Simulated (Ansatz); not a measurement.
in.yaml

```yaml
crystal:
  periodic: [false, false, false]
  atoms:
    - {symbol: B, position_ang: [0.000000, -0.106377, 0.236412]}
    - {symbol: Al, position_ang: [0.000000, -0.047746, -1.882963]}
    - {symbol: H, position_ang: [0.000000, 0.154124, 1.646552]}
basis:
  gaussian: {orbitals: 6-31G}
magnetization: {spin_polarized: false, initial_magnetization: 1}
correlation: {method: fci, electrons: outside_noble_gas}
```

```sh
$ ansatz run in.yaml --threads 1 --pin off --events-out ev --progress --plain --max-ram 2393MiB
```

(1) Roughly how long does this take on 1 thread of Arm Neoverse N1, shared host, and how much host memory?

```
495 factors; integrals over basis functions are off by at most 1.6e-7 eV
mean field evaluation 1: about -7264.8653 eV, gradient 7.7e0 eV
mean field evaluation 2: about -7264.8662 eV, gradient 7.7e0 eV
mean field evaluation 4: about -7265.5711 eV, gradient 1.4e0 eV
mean field evaluation 8: about -7265.6301 eV, gradient 2.9e-3 eV
mean field evaluation 16: about -7265.6313 eV, gradient 5.5e-2 eV
mean field evaluation 32: about -7257.6892 eV, gradient 2.0e1 eV
mean field evaluation 64: about -7265.6301 eV, gradient 1.8e-3 eV
mean field evaluation 96: about -7265.0477 eV, gradient 4.2e0 eV
mean field -7265.64475190 eV, -267.0075198013 hartree, gradient 8.0e-7 eV, S^2 0.750000; 9 other end points of the search recorded, 0 dependent functions left out
mean field evaluation 128: about -7265.6775 eV, gradient 6.3e-2 eV
mean field evaluation 160: about -7265.7675 eV, gradient 3.1e-2 eV
mean field evaluation 192: about -7265.7699 eV, gradient 1.0e-1 eV
mean field evaluation 224: about -7265.7716 eV, gradient 1.7e-3 eV
mean field evaluation 256: about -7265.7716 eV, gradient 2.3e-4 eV
mean field evaluation 288: about -7265.7533 eV, gradient 4.8e-1 eV
determinant -7265.64475190 eV, -267.0075198013 hartree, with singles and doubles -7268.21668235 eV, -267.1020365021 hartree
determinant -7265.63005603 eV, -267.0069797381 hartree, with singles and doubles -7268.21811451 eV, -267.1020891330 hartree
determinant -7265.64475190 eV, -267.0075198013 hartree, with singles and doubles -7268.21753057 eV, -267.1020676736 hartree
determinant -7265.63005603 eV, -267.0069797381 hartree, with singles and doubles -7268.21819568 eV, -267.1020921161 hartree
mean field evaluation 320: about -7265.6296 eV, gradient 1.7e-2 eV
6 core orbitals not correlated: weight in the atoms' cores, before any rotation towards them, 1.000 or more for the frozen orbitals, at most 0.000 for the correlated occupied ones
reference -7265.64475190 eV, -267.0075198013 hartree; 4, 3 occupied and 14, 15 virtual orbitals, 495 factors
state -7268.31278985 eV, -267.1055683875 hartree
6 core orbitals not correlated: weight in the atoms' cores, before any rotation towards them, 1.000 or more for the frozen orbitals, at most 0.000 for the correlated occupied ones
state -7268.31286050 eV, -267.1055709838 hartree
Total energy: -7268.31286050 eV, -267.1055709838 hartree
```

Natural occupations: 1.9511 1.9434 1.8688 0.9843 0.0699 0.0500 0.0498 0.0320 0.0239 0.0075 0.0058 0.0049 0.0030 0.0020 0.0014 0.0009 0.0007 0.0004.

## Answers

(1) 56 s wall and 0.23 GiB.
